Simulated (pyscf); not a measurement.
Single points on ωB97X-D3(BJ)/def2-SVP structures (PySCF, gas phase).

Q: `[CH3][C]=[NH]` [doublet] → `[CH3][C]#[N]` + `[H]` [doublet]
Surface: doublet. Broken: H–N. Formed: none. Give ΔE‡ and ΔE from r²SCAN/def2-TZVP, relative to the reactant's lowest minimum found.

A: ΔE‡ = 23.8 kcal/mol, ΔE = +22.4 kcal/mol. CCSD(T)/def2-TZVPP + ΔMP2(QZVPP) gives 25.1 kcal/mol and +15.9 kcal/mol. Zero-point energy shifts the barrier by -5.2 kcal/mol. It is a bond scission, with an imaginary mode of 1243i cm⁻¹. One saddle was located; it need not be the lowest between these sides. The CCSD(T) − MP2 part came from Ansatz, without density fitting, on the same reference. A UHF reference is spin-contaminated (<S²> up to 0.89), which harms MP2 most.
